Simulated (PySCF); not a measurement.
Species: 2-oxazoline, C₃H₅NO.
Cartesian coordinates in Å at the PBE0-D3(BJ)/def2-TZVP level; atoms count from 1:
```
atom  x, y, z in Å
C1     1.370    0.038   -0.493
N2     0.653   -0.953   -0.794
C3    -0.646   -0.714   -0.165
C4    -0.493    0.639    0.552
O5     0.865    1.029    0.268
H6     2.401    0.183   -0.797
H7    -1.427   -0.701   -0.928
H8    -0.876   -1.531    0.523
H9    -0.608    0.577    1.635
H10   -1.155    1.416    0.166
```

Level: wB97X-D/pcSseg-2 in PySCF, non-relativistic, on one gas-phase PBE0-D3(BJ)/def2-TZVP geometry that isn't relaxed in the solvent. The solvent is an IEF-PCM continuum (van der Waals radii × 1.2). Only the electrostatic response of the medium enters.

Gas phase at wB97X-D/pcSseg-2: HOMO -9.16 eV, LUMO 2.24 eV, dipole 1.81 D.

**Question.** What does the continuum do to the energy, the frontier levels and the dipole at wB97X-D/pcSseg-2 in chloroform?

**Answer.** 
| solvent | ε | E(solvent) − E(gas) (kcal/mol) | polarisation term (kcal/mol) | distortion of the solute (kcal/mol) | HOMO (eV) | LUMO (eV) | dipole (D) |
| --- | --- | --- | --- | --- | --- | --- | --- |
| chloroform | 4.711 | -4.17 | -4.65 | 0.48 | -9.16 | 2.26 | 2.23 |

The first energy column is the sum of the next two and covers electrostatics alone.

**Question.** Which radius a makes the point-dipole formula ΔE = −[(ε − 1)/(2ε + 1)]·μ²/a³ give the value in chloroform, with the gas-phase dipole?

**Answer.** μ = 0.710 au and |ΔE| = 0.00665 Eh give a = 1.59 Å; the farthest nucleus lies 2.53 Å from the centroid of the nuclei, so such a sphere wouldn't even hold the nuclei. The formula assumes a rigid point dipole at the centre of a sphere.

**Question.** Give the dipole vector in the frame of the coordinates (D, pointing from negative to positive charge), gas and chloroform.

**Answer.** Gas (-1.22, 0.90, 0.98), solvent (-1.48, 1.15, 1.21). Its length changes by +23 % and its direction by 1°.

Note: wB97X-D ran without an empirical dispersion term, which enters the total energy and its gradient alone.
